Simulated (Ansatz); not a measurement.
Abridged output of a molecular run in Ansatz:

```
Functional definition: HF
731 factors; integrals over basis functions are off by at most 1.1e-3 eV
mean field evaluation 1: about -12906.9005 eV, gradient 2.7e1 eV
mean field evaluation 2: about -12906.9089 eV, gradient 2.7e1 eV
mean field evaluation 4: about -12909.0173 eV, gradient 3.5e0 eV
mean field evaluation 8: about -12909.0694 eV, gradient 3.2e-1 eV
mean field -12909.07030221 eV, -474.3995835241 hartree, gradient 2.8e-6 eV, S^2 0.000000; 0 other end points of the search recorded, 0 dependent functions left out
7 core orbitals not correlated: weight in the atoms' cores, before any rotation towards them, 1.000 or more for the frozen orbitals, at most 0.000 for the correlated occupied ones
reference -12909.07030221 eV, -474.3995835241 hartree; 8, 8 occupied and 112, 112 virtual orbitals, 731 factors
second order -13.03710717 eV of doubles, -0.00000000 eV of singles
cycle   1  -13.17835134 eV  change   -1.4e-1 eV  update   9.1e-2
cycle   2  -13.58386452 eV  change   -4.1e-1 eV  update   2.8e-2
cycle   3  -13.66646588 eV  change   -8.3e-2 eV  update   1.3e-2
cycle   4  -13.66641040 eV  change    5.5e-5 eV  update   3.8e-3
cycle   5  -13.66852718 eV  change   -2.1e-3 eV  update   1.5e-3
cycle   6  -13.66875812 eV  change   -2.3e-4 eV  update   4.2e-4
cycle   7  -13.66878879 eV  change   -3.1e-5 eV  update   1.4e-4
cycle   8  -13.66881305 eV  change   -2.4e-5 eV  update   5.8e-5
cycle   9  -13.66880264 eV  change    1.0e-5 eV  update   2.2e-5
cycle  10  -13.66878647 eV  change    1.6e-5 eV  update   7.2e-6
perturbative correction -0.72105001 eV, -0.0264980990 hartree
Total energy: -12923.46013868 eV, -474.9284002607 hartree
```

Its atoms:

Cartesian coordinates in Å:
```
C -0.5732 0.5078 -0.9884
C -0.1705 -0.1184 -0.0429
S 0.2815 -1.0790 1.2584
H -0.9190 1.0701 -1.8232
H 1.3812 -0.3805 1.5960
```

Which basis set was used?
A. def2-SVPD
B. cc-pV(Q+d)Z
C. def2-QZVPP
D. cc-pV(T+d)Z

D. It gives 127 functions.

Write the keys of the input that set method, charge and spin (a neutral closed shell needs none for the last two).


```yaml
correlation: {method: ccsd_t}
```
